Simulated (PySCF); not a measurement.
**S₂ and its ions**

PBE0; S def2-SVPD; no relativity (PySCF 2.14). Neutral (UKS): triplet (π ↑↑), Re = 1.908 Å, ωe = 738 cm⁻¹, De = 4.32 eV, HOMO -7.27 eV, LUMO -3.80 eV.

S₂⁻ (UKS): doublet (π ↑), Re = 2.020 Å, ωe = 587 cm⁻¹, De = 3.92 eV to S + S⁻. The energies at the minima are -795.84564 hartree for S2 and -795.90902 for S₂⁻.

Q: Work out the adiabatic electron affinity, without and with harmonic zero-point energies (1 hartree = 27.2114 eV, 1 eV = 8065.5 cm⁻¹), and the change of the bond length.

A: At PBE0: 0.06338 hartree = 1.725 eV between the minima; the zero-point term (738.0 − 587.0)/2 cm⁻¹ = +0.009 eV makes it 1.734 eV. Re changes by +11.2 pm against the neutral. The electron enters a π orbital, and the longer bond of the ion fits an antibonding orbital, or a change in how ionic the bond is.

The highest Kohn–Sham level is positive in this anion. Much of that is self-interaction error, but it also means that the finite basis helps to hold the extra electron. States were picked by a PBE0 search and need not be the measured ground states.
